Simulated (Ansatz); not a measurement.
Relaxation of CH₄N (6 atoms, charge 0, multiplicity 2), to a largest force component of 0.015 eV/Å in at most 40 steps.

Computed with Ansatz 0.2.0, UKS BHLYP-D4/def2-SVP.

```xyz
6
Properties=species:S:1:pos:R:3:forces:R:3
C -0.066 -0.271 -0.237 0.32 -0.22 -0.80
N -0.276 0.416 0.958 -0.33 0.57 1.25
H -0.258 0.366 -1.118 -0.10 -0.07 0.00
H -0.723 -1.142 -0.273 0.06 -0.13 -0.25
H 0.982 -0.593 -0.359 -0.06 -0.11 0.03
H 0.341 1.224 1.029 0.11 -0.04 -0.24
```

Question: Where does it end, and by what steps?

Answer: The forces met the threshold. After 3 steps the energy has fallen by 0.035 eV; H4 moved furthest, 0.04 Å.

| step | energy less start (eV) | largest force component (eV/Å) | accepted |
| --- | --- | --- | --- |
| 0 | 0.0000 | 1.251 | yes |
| 1 | -0.0278 | 0.550 | yes |
| 2 | -0.0351 | 0.100 | yes |
| 3 | -0.0352 | 0.008 | yes |

```xyz
6
Properties=species:S:1:pos:R:3
C -0.068 -0.271 -0.235
N -0.283 0.426 0.992
H -0.270 0.372 -1.106
H -0.711 -1.152 -0.307
H 0.978 -0.599 -0.341
H 0.354 1.224 0.997
```

Time of the run: 5.2 s on 1 thread of Intel(R) Xeon(R) 6975P-C (Granite Rapids), on a shared host, peak memory 0.14 GiB.
